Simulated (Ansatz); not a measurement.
Al₂H, doublet: reading a ladder of total energies

Geometry: a PBE0/def2-TZVP stationary point for this spin, not checked as a minimum.

| atom | x (Å) | y (Å) | z (Å) |
| --- | --- | --- | --- |
| Al | 0.0000 | 0.0000 | 0.3526 |
| Al | 0.0000 | 0.0000 | -2.3244 |
| H | 0.0000 | 0.0000 | 1.9718 |

Basis cc-pVTZ; Ansatz 0.2.0. Only valence electrons are correlated (noble-gas cores frozen), which leaves 7 electrons in 72 orbitals. Prefix R: restricted or restricted open-shell reference; prefix U: unrestricted.

Full CI isn't at hand for all of this; UCCSDT(Q) serves as the reference, and is uncertain by about the last step of the cluster series.

The cluster runs stand on a determinant 0.04 eV above the lowest UHF solution, chosen by trial CCSD; the correlation energy below is counted from it.

Runs differ by some tens of microhartree through their thresholds and, for an open shell, their frozen cores, so steps under 0.03 kcal/mol mean nothing.

| level | total energy (hartree) |
| --- | --- |
| UHF determinant under the cluster runs | -484.360239 |
| UMP2 | -484.472824 |
| UCCSD | -484.504807 |
| UCCSD(T) | -484.511108 |
| UCCSDT | -484.512743 |
| UCCSDT(Q) | -484.513140 |

Problem. What is the correlation energy at UCCSDT(Q), and what share of it do UMP2 and UCCSDT recover?

Solution. E(corr) = -484.513140 − (-484.360239) = -0.152901 hartree = -4.161 eV. UMP2: -0.112585 / -0.152901 = 73.63 %. UCCSDT: -0.152504 / -0.152901 = 99.74 %.

Problem. By how many kcal/mol does UCCSD(T) miss UCCSDT(Q) (1 hartree = 627.509 kcal/mol), and which steps make up the rest?

Solution. -484.511108 − (-484.513140) = 0.002032 hartree = 1.28 kcal/mol. Steps: UCCSDT − UCCSD(T) = -1.03, UCCSDT(Q) − UCCSDT = -0.25 kcal/mol. Differences between like states or geometries often cancel part of this.
